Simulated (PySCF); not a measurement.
Species: H6N2Si.
SMILES with atom numbers: `[NH2:1][SiH2:2][NH2:3]` (hydrogens: H4, H5 on N1; H6, H7 on Si2; H8, H9 on N3)

A linear-response calculation (PySCF, def2-SVPD basis, gas phase, vertical, core orbitals frozen in the response) gave these numbers; the functional is withheld.

Orbital energies (eV): HOMO-3 -10.60, HOMO-2 -9.39, HOMO-1 -7.51, HOMO -7.25, LUMO 0.59, LUMO+1 0.89, LUMO+2 1.73.

```tsv
state	E (eV)	f	main configurations (H = HOMO, L = LUMO)
S1	6.51	0.029	H→L (88%), H-1→L+1 (11%)
S2	6.65	0.036	H-1→L (55%), H→L+1 (44%)
S3	7.01	0.0026	H→L+1 (54%), H-1→L (43%)
S4	7.26	0.070	H-1→L+1 (86%), H→L (10%)
S5	7.72	0.029	H→L+2 (96%)
S6	8.01	0.0065	H-1→L+2 (91%)
```

Triplets (Tamm–Dancoff): T1 6.19 eV, H→L (78%), H-1→L+1 (18%); T2 6.25 eV, H→L+1 (57%), H-1→L (39%); T3 6.70 eV, H-1→L (54%), H→L+1 (38%); T4 6.77 eV, H-1→L+1 (74%), H→L (17%).

Vertical ionisation energy by ΔSCF with the same functional: 9.38 eV. Mean static polarisability: 45.9 au.

Question: Which of these was used?
A. CAM-B3LYP
B. HF
C. PBE
D. PBE0

Answer: D. PBE0 is a global hybrid with 25% exact exchange. In this run −ε(HOMO) = 7.25 eV differs from the ΔSCF value by -2.13 eV, and S1 differs from the orbital gap of 7.84 eV by -1.33 eV. The ratio −ε(HOMO)/IP is 0.77. Usual ranges for neutral molecules in this basis: 0.7 to 0.83 with PBE0, 0.5 to 0.7 with PBE, 0.85 to 0.93 with CAM-B3LYP; Hartree–Fock can't fall below 1, since the ion's relaxation only lowers the ΔSCF value.

Method: TDDFT PBE0/def2-SVPD, vertical, gas phase, core orbitals frozen in the response in PySCF 2.14.0, density-fitted response routines. Isolated species at its PBE0-D3(BJ)/def2-SVP geometry (one conformer only).

The run took 16 s wall on one thread of an Arm Neoverse V1, no GPU, shared host, and the process peaked at 0.49 GiB of memory.

Shape of the structure used: `[NH2:1][SiH2:2][NH2:3]`: H–N1–Si2–N3 58°, H–N1–Si2–N3 -153°, H–N3–Si2–N1 -154°, H–N3–Si2–N1 59°.
